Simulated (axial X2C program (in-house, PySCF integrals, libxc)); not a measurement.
# SiAl: EOM-EA-CCSD levels

Aim: EOM-EA-CCSD levels of SiAl, with spin–orbit coupling in the Hamiltonian from the start.

The runs use an in-house X2C program for linear molecules on PySCF integrals; two-component X2C with atomic mean-field terms, Si dyall-av3z, Al dyall-av3z.

All values are calculated.

## (1) Input

File task.json:

```json
{"zs": [14, 13], "q": 0, "bas": ["dyall-av3z", "dyall-av3z"], "r0": 2.42, "eom": "ea", "thr": -2.0, "nmax": 92, "grid": [1, 0.96, 1.045, 0.92, 1.09, 1.15]}
```

Keys: zs atomic numbers; q charge; bas basis sets; r0 starting distance in Å; eom kind of EOM run; thr threshold in hartree for freezing inner shells (an s shell follows its p shell); nmax most natural virtual spinors; grid distances as factors.

On the command line:

```bash
$ python soeom.py task.json out
```

The runs that follow: EOM-EA-CCSD at 2.429 Å.

What does the calculation give? Wanted: next root led by one particle; T1 of the reference.

**Answer**, as computed:

```
                     quantity                           value
       lowest root at 2.429 Å               Ω = 1/2, 7.118 eV
next root led by one particle  Ω = 3/2, about 360 cm⁻¹ higher
          T1 of the reference                           0.103
```

What this shows: The added electron is bound by 7.12 eV in a spinor of 26% Si pπ, 24% Si pσ, 23% Al pσ. Errors of 0.1 to 0.3 eV are usual at this size, and roots led by higher excitations are left out, so the list is incomplete, and low states of that kind can be missing. T1 or the largest double amplitude of the reference is raised, which lowers the reliability.
